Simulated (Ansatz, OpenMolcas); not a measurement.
# How methods differ on Si2H5O (SMILES [SiH2]O[SiH3])

Si2H5O has 8 atoms, charge 0, and is taken as a doublet. As SMILES, `[SiH2]O[SiH3]`. The shape is that of a PBE0-D4/def2-TZVP optimisation. This is one conformer, not always the lowest.

Each level gives the vertical electron affinity (to the singlet anion) (eV). The values are calculated.

The electron affinity is E(neutral) − E(anion): positive where the electron is bound.

```json
{"level": "UHF/6-311+G**", "kind": "Hartree–Fock", "program": "Ansatz", "value (eV)": "-0.44", "less CCSD(T)/6-311+G**": "-0.84", "CPU time (all runs)": "8.9 s"}
{"level": "USVWN5/6-311+G**", "kind": "LDA", "program": "Ansatz", "value (eV)": "0.90", "less CCSD(T)/6-311+G**": "+0.50", "CPU time (all runs)": "13 s"}
{"level": "U-revPBE/6-311+G**", "kind": "GGA", "program": "OpenMolcas", "value (eV)": "0.63", "less CCSD(T)/6-311+G**": "+0.23", "CPU time (all runs)": "2.1 min"}
{"level": "U-r2SCAN/6-311+G**", "kind": "meta-GGA", "program": "OpenMolcas", "value (eV)": "0.56", "less CCSD(T)/6-311+G**": "+0.16", "CPU time (all runs)": "2.5 min"}
{"level": "UPBE0/6-311+G**", "kind": "global hybrid", "program": "OpenMolcas", "value (eV)": "0.61", "less CCSD(T)/6-311+G**": "+0.21", "CPU time (all runs)": "2 min"}
{"level": "UCAM-B3LYP/6-311+G**", "kind": "range-separated hybrid", "program": "Ansatz", "value (eV)": "0.66", "less CCSD(T)/6-311+G**": "+0.26", "CPU time (all runs)": "30 s"}
{"level": "UMP2/6-311+G**", "kind": "perturbation theory", "program": "Ansatz", "value (eV)": "0.29", "less CCSD(T)/6-311+G**": "-0.11", "CPU time (all runs)": "9.9 s"}
{"level": "UCCSD(T)/6-311+G**", "kind": "coupled cluster or CI", "program": "Ansatz", "value (eV)": "0.40", "less CCSD(T)/6-311+G**": "0.00", "CPU time (all runs)": "2.4 min"}
```

UCCSD(T)/6-311+G** is the highest level here, not the true value. Where it was recorded, the anion's HOMO is positive in USVWN5/6-311+G**, U-revPBE/6-311+G**, U-r2SCAN/6-311+G**, UPBE0/6-311+G**: a fault of the level (basis or self-interaction), which says nothing on whether the real anion is bound. The values span -0.44 to 0.90 eV. CPU times are rough (shared hosts, several kinds of processor and program).
